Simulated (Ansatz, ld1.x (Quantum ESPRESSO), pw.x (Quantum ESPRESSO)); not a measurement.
pw.x on bcc Mo: one setting changed

Potential: ultrasoft, ld1.x (Quantum ESPRESSO) 7.5, PBEsol; core [Ar] 3d10, reference 4s2 4p6 4d5 5s1 5p0; waves: 4s (bound): rcut 1.65, rcutus 2.10 bohr; 5s (bound): rcut 1.65, rcutus 2.10 bohr; 4p (bound): rcut 1.95, rcutus 2.25 bohr; 5p (bound, empty): rcut 1.95, rcutus 2.25 bohr; 4d (bound): rcut 1.85, rcutus 2.15 bohr; 4d channel at 0.5 Ry: rcut 1.85, rcutus 2.15 bohr; local part: all-electron potential smoothed inside 1.65 bohr (lloc = -2); core correction: Bessel-smoothed model core inside 1.20 bohr; augmentation: PSQ, inside the norm-conserving radii.

The reference run (k-mesh 15³, cutoffs 50/400 Ry, Fermi–Dirac 0.01 Ry, mixing_beta 0.4, conv_thr 1e-9, no spin) gives 1.37 GPa at 15.327 Å³/atom, where all-electron LAPW gives 0.24 GPa. This run, with its own iteration cap, changes nbnd to 19.

```
&control
  calculation='scf', prefix='x', pseudo_dir='./', outdir='./tmp', tstress=.true., disk_io='none'
/
&system
  ibrav=0, nat=1, ntyp=1, ecutwfc=50, ecutrho=400, nbnd=19,
  occupations='smearing', smearing='fd', degauss=0.01
/
&electrons
  conv_thr=1e-09, mixing_beta=0.4, electron_maxstep=50
/
ATOMIC_SPECIES
Mo 1.0 Mo.UPF
CELL_PARAMETERS angstrom
  -1.56482481 1.56482481 1.56482481
  1.56482481 -1.56482481 1.56482481
  1.56482481 1.56482481 -1.56482481
ATOMIC_POSITIONS crystal
Mo 0.0000 0.0000 0.0000
K_POINTS automatic
15 15 15 0 0 0
```

```bash
pw.x < Mo.scf.in > Mo.scf.out
```

**Question.** How does the run end?

**Answer.** It converges in 9 iterations; the free energy moves by +0.0 meV/atom and the pressure by +0.04 GPa. The result is that of the reference run.

```
Message from routine setup:
     using ibrav=0 with symmetry is DISCOURAGED, use correct ibrav instead
     lattice parameter (alat)  =       5.1218  a.u.
     unit-cell volume          =     103.4317 (a.u.)^3
     number of electrons       =        14.00
     number of Kohn-Sham states=           19
     kinetic-energy cutoff     =      50.0000  Ry
     charge density cutoff     =     400.0000  Ry
     scf convergence threshold =      1.0E-09
     Exchange-correlation= PBESOL
     number of k points=   120  Fermi-Dirac smearing, width (Ry)=  0.0100
     iteration #  1     ecut=    50.00 Ry     beta= 0.40
     total energy              =    -143.07165442 Ry
     estimated scf accuracy    <       0.14966720 Ry
     iteration #  2     ecut=    50.00 Ry     beta= 0.40
     total energy              =    -142.98425910 Ry
     estimated scf accuracy    <       2.07350699 Ry
     iteration #  3     ecut=    50.00 Ry     beta= 0.40
     total energy              =    -143.09295282 Ry
     estimated scf accuracy    <       0.02945875 Ry
     iteration #  4     ecut=    50.00 Ry     beta= 0.40
     total energy              =    -143.09436499 Ry
     estimated scf accuracy    <       0.00479511 Ry
     iteration #  5     ecut=    50.00 Ry     beta= 0.40
     total energy              =    -143.09457624 Ry
     estimated scf accuracy    <       0.00013746 Ry
     iteration #  6     ecut=    50.00 Ry     beta= 0.40
     total energy              =    -143.09457783 Ry
     estimated scf accuracy    <       0.00001977 Ry
     iteration #  7     ecut=    50.00 Ry     beta= 0.40
     total energy              =    -143.09457981 Ry
     estimated scf accuracy    <       0.00000059 Ry
     iteration #  8     ecut=    50.00 Ry     beta= 0.40
     total energy              =    -143.09457969 Ry
     estimated scf accuracy    <       0.00000086 Ry
     iteration #  9     ecut=    50.00 Ry     beta= 0.40
     the Fermi energy is    21.1839 ev
!    total energy              =    -143.09457976 Ry
     estimated scf accuracy    <          9.6E-10 Ry
     smearing contrib. (-TS)   =      -0.00296709 Ry
     The total energy is F=E-TS. E is the sum of the following terms:
     one-electron contribution =     -22.87023102 Ry
     hartree contribution      =      20.39120067 Ry
     xc contribution           =     -20.00589162 Ry
     ewald contribution        =    -120.60669069 Ry
     convergence has been achieved in   9 iterations
          total   stress  (Ry/bohr**3)                   (kbar)     P=       14.13
     Message from routine punch:
     Nothing written, as per user request (disk_io='none')
```

The run took about 22 s on one core of a shared host (Neoverse-V1, 32 threads, 247 GiB, load 11).
